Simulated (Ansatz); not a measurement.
**O2F (SMILES [O]OF): levels of theory compared**

Wanted: a comparison of 6 runs (U-wB97X/STO-3G, UCAM-B3LYP/STO-3G, UPBE/STO-3G, USVWN5/STO-3G, UMP2/STO-3G, UCCSDT/STO-3G) of O2F. 

The calculation is run with Ansatz 0.2.0.

38 further runs of the same task are left out: 11 that didn't finish, 27 set aside as unsound or not needed.

## Step 1: The structure to begin with

The species is O2F (3 atoms), meant as a doublet with charge 0. As SMILES, `[O]OF`. The O2–O1 distance was set to 2.362 Å, away from the relaxed value. At this shape a bond of the SMILES string is far longer than usual.

A long bond or contact: O2–F3 1.573 Å.

## Step 2: A single-point energy at U-wB97X/STO-3G (run 1)

File job.yaml:

```yaml
crystal:
  periodic: [false, false, false]
  atoms:
    - {symbol: O, position_ang: [1.733548, -1.088768, 0.836558]}
    - {symbol: O, position_ang: [0.133270, 0.497870, 0.127930]}
    - {symbol: F, position_ang: [-1.066650, -0.202430, -0.610160]}
basis:
  gaussian: {orbitals: STO-3G}
magnetization: {spin_polarized: true, initial_magnetization: 1}
hamiltonian: {xc: {name: wB97X}}
accuracy: high
```

Command:

```console
ansatz run job.yaml --threads 1 --pin off --max-ram 3480MiB --events-out events.jsonl --progress --plain --runs-dir runs
```

Standard output:

```text
Warning: RAYON_NUM_THREADS=1 ignored (pool sized by the plan → 1); use --threads N
Functional definition: wB97X
  name "wB97X"
  parameter omega = 0.3/bohr
  parameter cx = 0.157706
  parameter cx1 = 0.726479
  parameter cx2 = 1.04760
  parameter cx3 = -5.70635
  parameter cx4 = 13.2794
  parameter css1 = -4.33879
  parameter css2 = 18.2308
  parameter css3 = -31.7430
  parameter css4 = 17.2901
  parameter cos1 = 2.37031
  parameter cos2 = -11.3995
  parameter cos3 = 6.58405
  parameter cos4 = -3.78132
  exchange = spin_sum(e_x_unif_sr(omega)*poly(b97_u_x, 1 - cx, cx1, cx2, cx3, cx4)) + cx*exact_x_sr(omega)
      + exact_x_lr(omega)
  correlation = spin_sum(e_c_pw_same_spin*poly(b97_u_same, 1, css1, css2, css3, css4))
      + integral(e_c_pw_opposite_spin*poly(b97_u_opposite, 1, cos1, cos2, cos3, cos4))
238 factors; integrals over basis functions are off by at most 4.9e-8 eV
118 factors; integrals over basis functions are off by at most 1.1e-9 eV
mean field evaluation 1: about -6679.8609 eV, gradient 5.1e1 eV
mean field evaluation 2: about -6578.4208 eV, gradient 2.8e1 eV
mean field evaluation 4: about -6650.8460 eV, gradient 1.7e1 eV
mean field evaluation 8: about -6703.3134 eV, gradient 2.7e0 eV
mean field evaluation 16: about -6705.9370 eV, gradient 8.3e-4 eV
mean field evaluation 32: about -6705.9371 eV, gradient 4.1e-3 eV
mean field evaluation 64: about -6704.0194 eV, gradient 3.8e-7 eV
mean field evaluation 96: about -6705.9343 eV, gradient 8.8e-2 eV
mean field -6705.93706550 eV, -246.4386417097 hartree, gradient 4.9e-8 eV, S^2 1.736275; 6 other end points of the search recorded, 0 dependent functions left out
reference -6705.93706503 eV, -246.4386416925 hartree; 13, 12 occupied and 2, 3 virtual orbitals, 238 factors
Total energy: -6705.93706503 eV, -246.4386416925 hartree
```

Wall time 40 s (1 thread of Arm Neoverse V1, shared host); peak memory 0.29 GiB.

## Step 3: The energy at UCAM-B3LYP/STO-3G (run 2)

File input.yaml:

```yaml
basis:
  gaussian: {orbitals: STO-3G}
crystal:
  periodic: [false, false, false]
  atoms:
    - symbol: O
      position_ang: [1.733548, -1.088768, 0.836558]
    - symbol: O
      position_ang: [0.133270, 0.497870, 0.127930]
    - symbol: F
      position_ang: [-1.066650, -0.202430, -0.610160]
magnetization: {spin_polarized: true, initial_magnetization: 1}
hamiltonian: {xc: {name: CAM-B3LYP}}
accuracy: high
```

Command:

```console
ansatz run input.yaml --threads 1 --pin off --max-ram 3480MiB --events-out events.jsonl --progress --plain --runs-dir runs
```

Standard output (excerpt; [...] marks lines left out):

```text
Warning: RAYON_NUM_THREADS=1 ignored (pool sized by the plan → 1); use --threads N
Functional definition: CAM-B3LYP
  name "CAM-B3LYP"
[...]
238 factors; integrals over basis functions are off by at most 4.9e-8 eV
125 factors; integrals over basis functions are off by at most 1.6e-9 eV
[...]
mean field -6703.79166375 eV, -246.3597996498 hartree, gradient 3.3e-8 eV, S^2 1.721213; 6 other end points of the search recorded, 0 dependent functions left out
reference -6703.79167147 eV, -246.3597999335 hartree; 13, 12 occupied and 2, 3 virtual orbitals, 238 factors
Total energy: -6703.79167147 eV, -246.3597999335 hartree
```

Wall time 7.2 s (1 thread of Arm Neoverse V1, shared host); peak memory 0.11 GiB.

Runs 3 to 5 aren't shown in full; the table further down has their settings and results.

## Step 4: The energy at UCCSDT/STO-3G (run 6)

File input.yaml:

```yaml
basis:
  gaussian:
    orbitals: STO-3G
crystal:
  periodic: [false, false, false]
  atoms:
    - {symbol: O, position_ang: [1.733548, -1.088768, 0.836558]}
    - {symbol: O, position_ang: [0.133270, 0.497870, 0.127930]}
    - {symbol: F, position_ang: [-1.066650, -0.202430, -0.610160]}
magnetization:
  spin_polarized: true
  initial_magnetization: 1
correlation:
  method: ccsdt
  frozen_orbitals: {F: 1, O: 1}
accuracy: high
scf:
  omitted_lower_state_checks: [cluster_reference, increment]
```

Command:

```console
ansatz run input.yaml --threads 1 --pin off --max-ram 3480MiB --events-out events.jsonl --progress --plain --runs-dir runs
```

Standard output:

```text
Warning: RAYON_NUM_THREADS=1 ignored (pool sized by the plan → 1); use --threads N
[... 25 lines left out ...]
3 core orbitals not correlated: weight in the atoms' cores, before any rotation towards them, 1.000 or more for the frozen orbitals, at most 0.000 for the correlated occupied ones
[... 184 lines left out ...]
Total energy: -6684.58424901 eV, -245.6539401773 hartree
Checks for a lower state left out: cluster_reference, increment
```

Run time: 2.7 s. Hardware: 1 thread of Arm Neoverse V1, shared host.

## Step 5: The series

| run | level | frozen core orbitals | energy (Eh) | ⟨S²⟩ | wall time |
| --- | --- | --- | --- | --- | --- |
| 1 | U-wB97X/STO-3G | – | -246.438642 | 1.736 | 40 s |
| 2 | UCAM-B3LYP/STO-3G | – | -246.359800 | 1.721 | 7.2 s |
| 3 | UPBE/STO-3G | – | -246.214954 | 1.649 | 27 s |
| 4 | USVWN5/STO-3G | – | -244.676892 | 1.630 | 10 s |
| 5 | UMP2/STO-3G | 3 | -245.605313 | 2.326 | 1.4 s |
| 6 | UCCSDT/STO-3G | 3 | -245.653940 | 2.326 | 2.7 s |

## Step 6: Results

| quantity | value |
| --- | --- |
| run 6: total energy | -245.65394 Eh |
| run 6: correlation energy (3 core orbitals frozen) | -59.4 mEh |
| run 6: ⟨S²⟩ of the reference determinant | 2.326 |
| run 6: T1 diagnostic | 0.060 |

Totals of different functionals can't be ranked against each other. In runs 1, 2, 3, 4, 5, 6 the basis is minimal, so the values are rough. Spin contamination of the reference: run 5 ⟨S²⟩ = 2.33, run 6 ⟨S²⟩ = 2.33, run 1 ⟨S²⟩ = 1.74, run 2 ⟨S²⟩ = 1.72, run 3 ⟨S²⟩ = 1.65, run 4 ⟨S²⟩ = 1.63. Where it is this large, the reference is a mixture of spin states, and values that rest on it are in doubt. All runs together took 88 s, the longest 40 s.
